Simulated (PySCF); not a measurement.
Isomers of C4H4N2. Computed with TDDFT PBE0/def2-SVPD, vertical, gas phase, core orbitals frozen in the response in PySCF 2.14.0, density-fitted response routines. Geometries: GFN2-xTB; one conformer of each isolated species. Triplets are in the Tamm–Dancoff approximation.

**Question.** Rank by computed lowest singlet excitation energy, lowest first.
A. `C(CC#N)C#N`
B. `[C@H]1(N=C1)CC#N`
C. `c1cnccn1`
D. `c1ccnnc1`

**Answer.** D (3.42 eV), C (3.99 eV), B (5.03 eV), A (7.79 eV).

| SMILES | S1 (eV) | first f ≥ 0.01 (nm) | T1 (eV) | LUMO (eV) | gap (eV) | S1 mainly |
| --- | --- | --- | --- | --- | --- | --- |
| c1ccnnc1 | 3.42 | 211 | 2.63 | -1.50 | 5.14 | H→L (100%) |
| c1cnccn1 | 3.99 | 221 | 3.27 | -1.56 | 5.74 | H→L (100%) |
| N#CC[C@H]1C=N1 | 5.03 | 182 | 4.23 | -1.30 | 7.07 | H→L (99%) |
| N#CCCC#N | 7.79 | 153 | 6.40 | -0.20 | 9.72 | H-2→L+1 (43%) |

H and L stand for HOMO and LUMO.

Mean S1 by what the SMILES shows (count): a double or triple bond but no aromatic ring 6.41 eV (2); an aromatic ring 3.70 eV (2).

- `c1ccnnc1`: Löwdin shares by element: HOMO nitrogen 78%, carbon 15% or more; LUMO carbon 41% or more, nitrogen 41% (atoms not listed hold the other 18%).
- `c1cnccn1`: Löwdin shares by element: HOMO nitrogen 56%, carbon 17% or more (atoms not listed hold the other 27%); LUMO nitrogen 50%, carbon 23% or more (atoms not listed hold the other 27%).
- `N#CC[C@H]1C=N1`: Löwdin shares by element: HOMO carbon 46% or more, nitrogen 40% or more; LUMO carbon 48% or more, nitrogen 39% or more, hydrogen 8% or more.
- `N#CCCC#N`: Löwdin shares by element: HOMO nitrogen 48%, carbon 34% or more (atoms not listed hold the other 18%); LUMO carbon 63% (atoms not listed hold the other 37%).
